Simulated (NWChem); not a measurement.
Species: B cation, singlet

Program: NWChem. Low-valent species are run as closed-shell singlets; no triplet was tried in these runs. Static field.

| level | isotropic polarisability (bohr³) | anisotropy (bohr³) |
|---|---|---|
| PBE/def2-SVPD | 11.0 | 0.0 |
| B3LYP/def2-SVPD | 11.2 | 0.0 |
| LDA (Slater exchange, VWN5)/def2-SVPD | 11.2 | 0.0 |
| CAM-B3LYP/def2-SVPD | 11.3 | 0.0 |
